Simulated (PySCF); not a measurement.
Property card for `CC([O-])C`

Species: C₃H₇O (charge -1).
Bonds: C1–C2, C2–C3, C2–O4. Hydrogens: H5, H6, H7 on C1; H8 on C2; H9, H10, H11 on C3.

From PBE0-D3(BJ)/def2-SVP geometry optimisation, gas phase (PySCF):

* Point group: Cs
* Rotational constants A, B, C: 9.152, 8.208, 4.937 GHz

PBE0/pcSseg-1 ground state and GIAO shieldings, non-relativistic (PySCF):

- HOMO energy: 0.65 eV
- LUMO energy: 6.24 eV
- HOMO–LUMO gap: 5.59 eV
- Lowest Hirshfeld atomic charge: -0.54 e on O4
- Highest Hirshfeld atomic charge: 0.00 e on H7/H11
- 13C chemical shifts (computed TMS as zero) by class: 77.4 (C2), 37.6 (C1/C3) ppm
- 1H chemical shifts (computed TMS as zero) by class: 5.62 (H8), 0.57 (H5/H6/H7/H9/H10/H11) ppm
- Isotropic shieldings of nuclei other than C and H, by class: 173 (O4) ppm
- Mayer bond orders between heavy atoms: C1–C2 0.92, C2–C3 0.92, C2–O4 1.52

**B3LYP/pcJ-1 indirect spin-spin coupling, non-relativistic, gas phase; spin–dipole term left out (PySCF)**

- Largest of the computed one-bond spin–spin couplings (means over like bonds): 13C–1H +125.6 (C1–H5 and 5 like it), 13C–1H +119.5 (C2–H8), 13C–13C +35.0 (C1–C2 and 1 like it), 17O–13C +32.9 (O4–C2) Hz

**delta-SCF UKS SCAN, pcX-2 on the ionised atom, pcseg-1 elsewhere, spin-free X2C (PySCF)**

- Core binding energies: C1s 285.0 (C1/C3), C1s 285.8 (C2), O1s 528.6 (O4) eV

Monoisotopic mass of the ion (most abundant isotopes, electron mass counted): 59.0502 u.

With B = h/(8π²I), that is 505.379 GHz u Å² over I, the principal moments of inertia are 55.2, 61.6 and 102.4 u Å² (most abundant isotopes). The rotational constants make it an asymmetric top with κ = (2B − A − C)/(A − C) = 0.55, nearer the oblate limit (+1).

Geometry: PBE0-D3(BJ)/def2-SVP; no solvent or vibrations. The geometry's basis has no diffuse functions, a weakness for an anion. NMR classes are plain means over equivalent atoms (diastereotopic ones count apart unless rotation or inversion swaps them), as if these changed places fast; in this geometry the members of some classes differ. The HOMO energy is positive, so at this level the finite basis confines the outermost electrons. No diffuse functions stand in pcJ-1 and pcSseg-1, which bears on an anion's orbital energies.
